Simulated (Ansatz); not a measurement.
Energy needed to pull apart P2H4 (SMILES PP), closed shell, into free ground-state atoms, from the structure below (displaced at random from its PBE0-D4/def2-TZVP minimum); no zero-point or spin–orbit terms; open-shell atoms are treated unrestricted, in their ground-state multiplicity.

P1  (0.307, -1.105, 0.013)
P2  (-0.406, 1.002, 0.139)
H3  (-0.466, -1.457, 0.987)
H4  (-0.533, -1.373, -1.023)
H5  (0.440, 1.521, -0.961)
H6  (0.592, 1.451, 1.315)
(Å)

Computed with Ansatz 0.2.0 (basis: def2-TZVPP); correlated methods freeze the cores.

| method | atomization energy (eV) |
| --- | --- |
| PBE-D4 | ? |
| r2SCAN-D4 | 15.44 |
| PBE0-D4 | ? |
| wB97M-V | 15.79 |
| HF | 10.22 |
| MP2 | 14.40 |
| CCSD | 14.64 |
| CCSD(T) | 14.86 |

Task: What does PBE0-D4 give? (An estimate is asked for; the value comes from the calculation.)

Result: Computed: 15.36 eV, which is about 0.51 eV more than CCSD(T)/def2-TZVPP.

Task: What does PBE-D4 give? (To be estimated.)

Result: Computed: 15.61 eV, which is about 0.75 eV more than CCSD(T)/def2-TZVPP.

In triple zeta the MP2 and coupled-cluster atomization energies are still short of their basis limit by a few kcal/mol a bond, whereas those of the functionals are nearly converged, so these differences are not deviations from converged CCSD(T).

T1 diagnostic: at most 0.015.

For scale, one of the runs: CCSD(T)/def2-TZVPP forces, 140 basis functions (an equivalent command: `ansatz run in.yaml --threads 2`). Time: 39 s of wall clock on 2 CPU threads; the host was shared. Peak host memory: 1.2 GiB.
